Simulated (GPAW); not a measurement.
**One shape, several levels: C2H3FN (SMILES [N]=CCF)**

Aim: a comparison of 3 runs (UPBE/real-space grid, U-revPBE-TS/dzp, UPBE/dzp) of C2H3FN. Input form: an ASE script.

The results are computed with GPAW 26.7.0.

3 further runs of the same task are left out: 2 that didn't finish, 1 set aside as unsound or not needed.

### Step 1. The system as given

C2H3FN has 7 atoms, charge 0, and is taken as a doublet. As SMILES, `[N]=CCF`. Geometry: relaxed at GFN2-xTB.

Bond lengths: N1–C2 1.215 Å, C2–C3 1.537 Å, C3–F4 1.362 Å, C2–H5 1.099 Å, C3–H6 1.093 Å, C3–H7 1.095 Å. Angles: N1–C2–C3 126.3°, C2–C3–F4 109.8°, N1–C2–H5 121.6°, C3–C2–H5 112.1°, C2–C3–H6 111.2°, C2–C3–H7 109.1°, F4–C3–H6 107.5°, F4–C3–H7 107.6°, H6–C3–H7 111.4°.

### Step 2. Energy and one-electron properties at UPBE/real-space grid (scalar-relativistic datasets) (run 1)

The input, mol.py:

```python
import numpy as np
from ase.io.zmatrix import parse_zmatrix
from ase.units import Debye
from gpaw import GPAW

# Set up the molecule
zmat = """
N
C 1 r2
C 2 r3 1 a3
F 3 r4 2 a4 1 d4
H 2 r5 1 a5 3 d5
H 3 r6 4 a6 2 d6
H 3 r7 6 a7 4 d7
"""
values = dict(r2=1.214983, r3=1.536864, a3=126.29121, r4=1.362282, a4=109.82933, d4=-64.77236, r5=1.098656, a5=121.64627, d5=-178.96765, r6=1.092691, a6=107.50313, d6=121.17558, r7=1.0955, a7=111.44632, d7=-117.67535)
mol = parse_zmatrix(zmat, defs=values)
mol.center(vacuum=4.5)
mol.set_initial_magnetic_moments([0.25, 0.25, 0.25, 0.25, 0.0, 0.0, 0.0])

# Ground state
calc = GPAW(mode='fd',
            h=0.18,
            xc='PBE',
            occupations={'name': 'fermi-dirac', 'width': 0.0, 'fixmagmom': True},
            maxiter=150,
            symmetry='off',
            txt='-')
mol.calc = calc

energy = mol.get_potential_energy()
print(f'Energy: {energy:.5f} eV')
forces = mol.get_forces()
print('Forces (eV/Ang)')
for symbol, f in zip(mol.symbols, forces):
    print(f'{symbol:2} {f[0]:9.4f} {f[1]:9.4f} {f[2]:9.4f}')
dipole = mol.get_dipole_moment() / Debye
print(f'Dipole: {np.linalg.norm(dipole):.3f} D')
print('Moments:', mol.get_magnetic_moments().round(3))
```

Run with:

```
$ python3 -u mol.py | tee mol.out
```

Output:

```text
[...]
Number of symmetries: 1
[...]
  Number of IBZ points: 1
[...]
Spin-components: 2 (collinear spins)
Bands:           19
[...]
  Valence electrons: 23.0
[...]
  Grid points: [68 64 60]
  Charge: 0.0  # |e|
[...]
    cutoffs:
[...]
occupation numbers:
  Fixed magnetic moment: 1.000
[...]
xc functional:
  name: PBE with 2 nearest neighbor stencil
[...]
|iter     |     time |      energy | eigst |  dens |  magmom |
[...]
|iter:   1| 00:00:13 |  -41.380736 | +1.24 |       |  +0.9988|
[...]
|iter:  17| 00:02:09 |  -39.142140c| -7.76c| -5.81c|  +1.0000|
Converged in 17 steps
[...]
Energy contributions relative to reference atoms: (reference = -6288.529007)
Energy contributions:
  Kinetic:          45.387175
  Coulomb:         -48.568621
  Zero:              0.797142
  External:          0.000000
  Xc:              -36.757836
  Entropy:           0.000000
  Spinorbit:         0.000000
  ----------------------------
  Free energy:     -39.142140
  Extrapolated:    -39.142140
dipole moment: (0.586658, -0.103507, 0.267621)  # |e|*Ang
Total magnetic moment: (0.000000, 0.000000, 1.000000)
Local magnetic moments
|        x |        y |         z |
|----------|----------|-----------|
| 0.000000 | 0.000000 |  0.308387 |  # N    0
| 0.000000 | 0.000000 | -0.033208 |  # C    1
| 0.000000 | 0.000000 |  0.052473 |  # C    2
| 0.000000 | 0.000000 |  0.006027 |  # F    3
| 0.000000 | 0.000000 |  0.046314 |  # H    4
| 0.000000 | 0.000000 |  0.001151 |  # H    5
| 0.000000 | 0.000000 | -0.000898 |  # H    6
Fermi levels: -3.158, -5.170
[...]
Gap: 2.069 eV
Transition (v -> c):
[...]
Forces (eV/Ang)
N    -2.1284    0.0228    0.0717
C     2.1626    0.0471    0.0250
C    -0.2150    0.0137    0.5865
F    -0.0848    0.3204   -1.0558
H     0.0536   -0.5354   -0.0193
H     0.1687   -0.1954    0.1958
H     0.0602    0.0212    0.2532
Dipole: 3.137 D
Moments: [ 0.308 -0.033  0.052  0.006  0.046  0.001 -0.001]
```

Wall time 2.2 min (1 thread of Intel Xeon at 2.70GHz, shared host); peak memory 0.95 GiB.

### Step 3. Energy and one-electron properties at U-revPBE-TS/dzp (scalar-relativistic datasets) (run 2)

The input, calc.py:

```python
import numpy as np
from ase import Atoms
from ase.calculators.vdwcorrection import vdWTkatchenko09prl
from ase.units import Bohr, Debye
from gpaw import GPAW
from gpaw.analyse.hirshfeld import HirshfeldPartitioning
from gpaw.analyse.vdwradii import vdWradii
from gpaw.mpi import world

# Set up the molecule
positions_bohr = np.array(
              [[ -1.180531,  -0.770177,  -3.252956],
               [ -0.848185,   0.497697,  -1.367859],
               [  0.712540,  -0.260971,   0.960926],
               [ -0.382651,  -2.277989,   2.126868],
               [ -1.706838,   2.375707,  -1.152846],
               [  0.802132,   1.277474,   2.335305],
               [  2.603532,  -0.841760,   0.350563]])
molecule = Atoms(["N", "C", "C", "F", "H", "H", "H"], positions=positions_bohr * Bohr)
molecule.center(vacuum=4.0)
molecule.set_initial_magnetic_moments([0.25, 0.25, 0.25, 0.25, 0.0, 0.0, 0.0])

# Ground state
gpaw_calc = GPAW(mode="lcao",
                 basis="dzp",
                 h=0.2,
                 xc="revPBE",
                 occupations={"name": "fermi-dirac", "width": 0.01, "fixmagmom": True},
                 maxiter=150,
                 poissonsolver={"name": "MomentCorrectionPoissonSolver", "poissonsolver": "fast", "moment_corrections": 4},
                 symmetry="off",
                 legacy_gpaw=True,
                 txt="-")
molecule.calc = vdWTkatchenko09prl(HirshfeldPartitioning(gpaw_calc), vdWradii(molecule.get_chemical_symbols(), "PBE", world=world))

energy = molecule.get_potential_energy()
print(f"Energy                  {energy:.5f} eV")
forces = molecule.get_forces()
print("Forces (eV/Ang)")
for symbol, f in zip(molecule.symbols, forces):
    print(f'{symbol:2} {f[0]:9.4f} {f[1]:9.4f} {f[2]:9.4f}')
dipole = gpaw_calc.get_dipole_moment(molecule) / Debye
print(f"Dipole                  {np.linalg.norm(dipole):.3f} D")
hirshfeld = HirshfeldPartitioning(gpaw_calc)
charges = hirshfeld.get_charges()
volumes = hirshfeld.get_effective_volume_ratios()
for symbol, q, v in zip(molecule.symbols, charges, volumes):
    print(f'{symbol:2} charge {q:7.3f}  volume ratio {v:6.3f}')
```

Run with:

```
$ python3 calc.py
```

Output:

```text
[...]
    cutoffs:
[...]
  Total Charge: 0.000000
[...]
Number of atoms: 7
[...]
Number of bands in calculation: 19
Number of valence electrons: 23
[...]
iter:   1 hh:mm:ss   -36.186207        c          +0.9983
[...]
iter:  11 hh:mm:ss   -35.518007c       c -4.21c   +1.0000
Converged after 11 iterations.
Dipole moment: (0.211745, 0.430941, 0.294400) |e|*Ang
Total magnetic moment: (0.000000, 0.000000, 0.999993)
Local magnetic moments:
   0 N  ( 0.000000,  0.000000,  0.317166)
   1 C  ( 0.000000,  0.000000, -0.039679)
   2 C  ( 0.000000,  0.000000,  0.052045)
   3 F  ( 0.000000,  0.000000,  0.006696)
   4 H  ( 0.000000,  0.000000,  0.045901)
   5 H  ( 0.000000,  0.000000,  0.001293)
   6 H  ( 0.000000,  0.000000, -0.000936)
Energy contributions relative to reference atoms: (reference = -6294.825311)
Kinetic:        +40.855593
Potential:      -41.554217
External:        +0.000000
XC:             -35.801936
Entropy (-ST):   -0.000000
Local:           +0.982553
SIC:             +0.000000
--------------------------
Free energy:    -35.518007
Extrapolated:   -35.518007
Spin contamination: 0.082959 electrons
                   Up                     Down
 Band  Eigenvalues  Occupancy  Eigenvalues  Occupancy
    0    -30.30790    1.00000    -30.28845    1.00000
    1    -23.25698    1.00000    -22.55815    1.00000
    2    -18.29768    1.00000    -18.05564    1.00000
    3    -14.37693    1.00000    -14.12691    1.00000
    4    -12.67397    1.00000    -12.47700    1.00000
    5    -12.43351    1.00000    -12.39269    1.00000
    6    -11.66024    1.00000    -11.40225    1.00000
    7     -9.16470    1.00000     -8.82385    1.00000
    8     -8.66183    1.00000     -8.35822    1.00000
    9     -8.47882    1.00000     -8.17099    1.00000
   10     -7.98313    1.00000     -7.82820    1.00000
   11     -5.76153    1.00000     -3.70341    0.00000
   12     -1.46865    0.00000     -1.23330    0.00000
   13      1.83737    0.00000      1.99136    0.00000
[...]
Fermi levels: -4.92001, -6.85165
[...]
Forces (eV/Ang)
N    -0.5910   -2.4198   -3.1079
C     0.8446    1.7919    3.2094
C     0.1417    0.0501   -0.6797
F    -0.8270   -1.2161    0.6620
H    -0.4700    0.8363   -0.0320
H     0.0731    0.7067    0.2039
H     0.6016    0.0360   -0.2542
Dipole                  2.705 D
N  charge  -0.128  volume ratio  0.998
C  charge   0.028  volume ratio  0.877
C  charge   0.058  volume ratio  0.859
F  charge  -0.101  volume ratio  0.993
H  charge   0.057  volume ratio  0.685
H  charge   0.042  volume ratio  0.670
H  charge   0.044  volume ratio  0.679
```

Run time: 34 s. Hardware: 1 thread of Intel Xeon at 2.70GHz, shared host; peak memory 0.6 GiB.

Atomic charges (e):

```tsv
atom	Hirshfeld
N1	-0.128
C2	+0.028
C3	+0.058
F4	-0.101
H5	+0.057
H6	+0.042
H7	+0.044
```

### Step 4. The charge distribution at UPBE/dzp (scalar-relativistic datasets) (run 3)

The input, c2h3fn.xyz:

```xyz
7

N     -0.624710    -0.407560    -1.721390
C     -0.448840     0.263370    -0.723840
C      0.377060    -0.138100     0.508500
F     -0.202490    -1.205460     1.125490
H     -0.903220     1.257170    -0.610060
H      0.424470     0.676010     1.235790
H      1.377730    -0.445440     0.185510
```

The input, sp.py:

```python
import numpy as np
from ase.io import read
from ase.units import Debye
from gpaw import GPAW

system = read('c2h3fn.xyz')
system.center(vacuum=4.5)
system.set_initial_magnetic_moments([0.25, 0.25, 0.25, 0.25, 0.0, 0.0, 0.0])

calc = GPAW(mode='lcao',
            occupations={'name': 'fermi-dirac', 'width': 0.0, 'fixmagmom': True},
            basis='dzp',
            maxiter=150,
            symmetry='off',
            xc='PBE',
            h=0.18,
            txt='-')
system.calc = calc

energy = system.get_potential_energy()
print(f'Energy: {energy:.5f} eV')
forces = system.get_forces()
print('Forces (eV/Ang)')
for symbol, f in zip(system.symbols, forces):
    print(f'{symbol:2} {f[0]:9.4f} {f[1]:9.4f} {f[2]:9.4f}')
dipole = system.get_dipole_moment() / Debye
print(f'Dipole                  {np.linalg.norm(dipole):.3f} D')
print('Moments:', system.get_magnetic_moments().round(3))
```

Run with:

```
$ python3 -u sp.py | tee sp.out
```

Output:

```text
[...]
Number of symmetries: 1
[...]
  Number of IBZ points: 1
[...]
basis functions: 67
Spin-components: 2 (collinear spins)
Bands:           19
[...]
  Valence electrons: 23.0
[...]
  Grid points: [64 64 68]
  Charge: 0.0  # |e|
[...]
    cutoffs:
[...]
occupation numbers:
  Fixed magnetic moment: 1.000
[...]
xc functional:
  name: PBE with 2 nearest neighbor stencil
[...]
|iter     |     time |      energy | eigst |  dens |  magmom |
[...]
|iter:   1| 00:00:14 |  -37.622570 |      c|       |  +0.9987|
[...]
|iter:  12| 00:00:42 |  -36.875943c|      c| -4.40c|  +1.0000|
Converged in 12 steps
[...]
Energy contributions relative to reference atoms: (reference = -6288.529007)
Energy contributions:
  Kinetic:          39.401000
  Coulomb:         -40.021801
  Zero:              0.568308
  External:          0.000000
  Xc:              -36.823450
  Entropy:           0.000000
  Spinorbit:         0.000000
  ----------------------------
  Free energy:     -36.875943
  Extrapolated:    -36.875943
dipole moment: (0.218188, 0.444215, 0.303134)  # |e|*Ang
Total magnetic moment: (0.000000, 0.000000, 0.999991)
Local magnetic moments
|        x |        y |         z |
|----------|----------|-----------|
| 0.000000 | 0.000000 |  0.314382 |  # N    0
| 0.000000 | 0.000000 | -0.037585 |  # C    1
| 0.000000 | 0.000000 |  0.052247 |  # C    2
| 0.000000 | 0.000000 |  0.007051 |  # F    3
| 0.000000 | 0.000000 |  0.046101 |  # H    4
| 0.000000 | 0.000000 |  0.001275 |  # H    5
| 0.000000 | 0.000000 | -0.000902 |  # H    6
Fermi levels: -2.715, -4.831
[...]
Gap: 2.251 eV
Transition (v -> c):
[...]
Forces (eV/Ang)
N    -0.4964   -2.1016   -3.0076
C     0.7303    1.6757    2.9071
C     0.1153   -0.0833   -0.5211
F    -0.7290   -1.1158    0.6238
H    -0.5511    0.9259   -0.1045
H     0.1287    0.7848    0.3359
H     0.7575    0.0060   -0.2386
Dipole                  2.788 D
Moments: [ 0.314 -0.038  0.052  0.007  0.046  0.001 -0.001]
```

It took 43 s on 1 thread of Intel Xeon at 2.70GHz, shared host; peak memory 0.99 GiB.

### Step 5. All runs side by side

```tsv
run	level	mode	grid spacing	energy (Eh)	dipole moment (D)	HOMO energy (eV)	LUMO energy (eV)	wall time
1	UPBE/real-space grid (scalar-relativistic datasets)	fd	0.18	-232.537626	3.14	-6.15	-4.19	2.2 min
2	U-revPBE-TS/dzp (scalar-relativistic datasets)	lcao	0.2	-232.654168	2.71	-5.76	-3.70	34 s
3	UPBE/dzp (scalar-relativistic datasets)	lcao	0.18	-232.454344	2.79	-5.82	-3.84	43 s
```

### Step 6. What came out

| quantity | value |
| --- | --- |
| run 3: energy as printed (from the program's reference atoms) | -36.8759 eV |
| run 3: dipole moment | 2.79 D |
| run 3: HOMO energy (highest over α and β) | -5.82 eV |
| run 3: LUMO energy (lowest over α and β) | -3.84 eV |
| run 3: largest force on an atom | 3.703 eV/Å |

In words: The dipole moment (its size) runs from 2.71 D (U-revPBE-TS/dzp) to 3.14 D (UPBE/real-space grid). The two ends differ in method and basis. Totals of different functionals can't be ranked against each other. All runs together took 3.4 min, the longest 2.2 min.
